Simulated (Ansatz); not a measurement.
Formaldehyde (`C=O`): measurement beside calculation (Ansatz, PBE0-D4/def2-TZVP geometry).

Z-matrix (Å, degrees):
```
C
O 1 1.195
H 1 1.109 2 122.0
H 1 1.109 2 122.0 3 -180.0
```

Measured: 10.88 ± 0.04 eV (ionisation energy: first ionisation threshold, H2CO to H2CO+ (appearance energy of m/z 30), photoionization efficiency curve, linear threshold extrapolation). Source: Experimental Characterization of the Isomer-Selective Generation of the Astrochemically Relevant Hydroxymethylene Radical Cation (HCOH•+/DCOH•+), 2024 (pmc:11533223).

```tsv
level	vertical IE (eV)	minus measured (eV)
PBE-D4/def2-TZVPP	10.72	-0.16
r2SCAN-D4/def2-TZVPP	10.66	-0.22
PBE0-D4/def2-TZVPP	10.75	-0.13
B3LYP-D4/def2-TZVPP	10.88	0.00
ωB97X-V/def2-TZVPP	10.81	-0.07
ωB97M-V/def2-TZVPP	10.82	-0.06
B2PLYP/def2-TZVPP	10.87	-0.01
HF/def2-TZVPP	9.46	-1.42
MP2/def2-TZVPP	11.27	0.39
CCSD/def2-TZVPP	10.77	-0.11
CCSD(T)/def2-TZVPP	10.83	-0.05
HF/def2-QZVPP	9.46	-1.42
MP2/def2-QZVPP	11.37	0.49
CCSD/def2-QZVPP	10.85	-0.03
CCSD(T)/def2-QZVPP	10.93	0.05
HF/CBS(def2)	9.46	-1.42
MP2/CBS(def2)	11.44	0.56
CCSD/CBS(def2)	10.91	0.03
CCSD(T)/CBS(def2)	11.00	0.12
−ε(HOMO), LDA (SPW92)	6.27	-4.61
−ε(HOMO), PBE	6.18	-4.70
−ε(HOMO), revPBE	6.15	-4.73
−ε(HOMO), BLYP	6.14	-4.74
−ε(HOMO), r2SCAN	6.50	-4.38
−ε(HOMO), B97M-V	6.67	-4.21
−ε(HOMO), PBE0	7.82	-3.06
−ε(HOMO), B3LYP	7.60	-3.28
−ε(HOMO), r2SCANh	7.11	-3.77
−ε(HOMO), r2SCAN0	8.04	-2.84
−ε(HOMO), HSE06	7.41	-3.47
−ε(HOMO), BHLYP	9.45	-1.43
−ε(HOMO), CAM-B3LYP	9.31	-1.57
−ε(HOMO), LC-ωPBE	10.59	-0.29
−ε(HOMO), ωB97X-V	10.29	-0.59
−ε(HOMO), ωB97M-V	10.23	-0.65
```

Computed values are vertical and leave out zero-point energy and spin–orbit coupling, so an adiabatic measurement lies lower by the cation's relaxation.

Measured: 1167.25676 ± 0.0001 cm⁻¹ (nu4 fundamental (b1), band origin, X 1A1, H2 12C 16O, MARVEL inversion of measured high-resolution transitions); 1249.09442 ± 0.0001 cm⁻¹ (nu6 fundamental (b2), band origin, X 1A1, H2 12C 16O, MARVEL inversion of measured high-resolution transitions); 1500.1745 ± 0.0001 cm⁻¹ (nu3 fundamental (a1), band origin, X 1A1, H2 12C 16O, MARVEL inversion of measured high-resolution transitions); 1746.00914 ± 0.0001 cm⁻¹ (nu2 fundamental (a1), band origin, X 1A1, H2 12C 16O, MARVEL inversion of measured high-resolution transitions); 2782.45691 ± 0.0005 cm⁻¹ (nu1 fundamental (a1), band origin, X 1A1, H2 12C 16O, MARVEL inversion of measured high-resolution transitions); 2843.32354 ± 0.00012 cm⁻¹ (nu5 fundamental (b2), band origin, X 1A1, H2 12C 16O, MARVEL inversion of measured high-resolution transitions). Source: An improved rovibrational linelist of formaldehyde, \spec{h212c16o}, 2021 (arxiv:2102.07423).

Harmonic PBE0-D4 wavenumbers (cm⁻¹, unscaled): 1207, 1267, 1532, 1853, 2901, 2961. Fundamentals include anharmonicity and usually lie a few per cent under these; harmonic values from spectra compare directly.

Enthalpy of formation at 298 K: -26.0 kcal/mol (zero for an element's reference state; older measured values of the G2 set, as listed by Staroverov and co-workers, J. Chem. Phys. 119, 12129, 2003). With their computed zero-point and thermal terms and the atoms' enthalpies of Curtiss and co-workers (1997) it gives an electronic atomization energy of 373.8 kcal/mol.

```csv
level,atomization (kcal/mol),error,error per bond
LDA (SPW92),433.6,59.8,19.9
PBE-D4,386.4,12.6,4.2
revPBE-D4,375.7,1.9,0.6
BLYP-D4,379.0,5.2,1.7
r2SCAN-D4,373.4,-0.3,-0.1
B97M-V,373.0,-0.8,-0.3
PBE0-D4,372.7,-1.0,-0.3
B3LYP-D4,374.2,0.5,0.2
r2SCANh-D4,369.1,-4.7,-1.6
r2SCAN0-D4,362.7,-11.1,-3.7
HSE06-D4,373.2,-0.6,-0.2
BHLYP-D4,355.4,-18.4,-6.1
CAM-B3LYP-D4,374.9,1.1,0.4
ωB97X-V,373.3,-0.5,-0.2
ωB97M-V,374.5,0.7,0.2
B2PLYP,371.6,-2.1,-0.7
PBE-QIDH,368.2,-5.5,-1.8
PBE,385.8,12.1,4.0
revPBE,373.3,-0.5,-0.2
BLYP,377.6,3.9,1.3
r2SCAN,373.3,-0.4,-0.1
PBE0,372.3,-1.5,-0.5
B3LYP,373.3,-0.4,-0.1
r2SCANh,368.9,-4.8,-1.6
r2SCAN0,362.5,-11.2,-3.7
HSE06,372.8,-1.0,-0.3
BHLYP,354.8,-19.0,-6.3
CAM-B3LYP,374.4,0.7,0.2
LC-ωPBE,372.2,-1.6,-0.5
HF/def2-TZVPP,257.2,-116.5,-38.8
MP2/def2-TZVPP,373.4,-0.4,-0.1
SCS-MP2/def2-TZVPP,371.2,-2.5,-0.8
CCSD/def2-TZVPP,356.9,-16.9,-5.6
CCSD(T)/def2-TZVPP,364.0,-9.8,-3.3
HF/def2-QZVPP,257.8,-115.9,-38.6
MP2/def2-QZVPP,379.3,5.5,1.8
SCS-MP2/def2-QZVPP,377.9,4.1,1.4
CCSD/def2-QZVPP,361.9,-11.8,-3.9
CCSD(T)/def2-QZVPP,369.5,-4.2,-1.4
HF/CBS(def2),257.9,-115.8,-38.6
MP2/CBS(def2),383.3,9.5,3.2
CCSD/CBS(def2),365.3,-8.5,-2.8
CCSD(T)/CBS(def2),373.3,-0.5,-0.2
```

Functionals use def2-TZVPP; B3LYP here is the variant with VWN-RPA as its local correlation; programs differ in this. The calculations leave out spin–orbit coupling, scalar relativity and, for the correlated methods, core correlation; together these are worth up to about 1 kcal/mol a heavy atom. HSE06 is defined as in plane-wave codes. CBS extrapolates def2-TZVPP and def2-QZVPP. T1 = 0.015.
